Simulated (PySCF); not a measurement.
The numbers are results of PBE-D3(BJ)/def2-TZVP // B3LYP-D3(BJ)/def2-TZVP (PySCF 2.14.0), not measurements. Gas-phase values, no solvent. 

Reference species (SMILES): `S` (neutral, multiplicity 1).

```json
{
 "HOMO–LUMO gap": "5.76 eV",
 "HOMO": "-6.19 eV"
}
```

Changed species: `CS` (X = methyl; the reference has X = H).

Q: What does the change do to the HOMO–LUMO gap and HOMO?

A: the HOMO–LUMO gap falls by 0.67 eV, to 5.09 eV; the HOMO rises by 0.68 eV, to -5.51 eV.
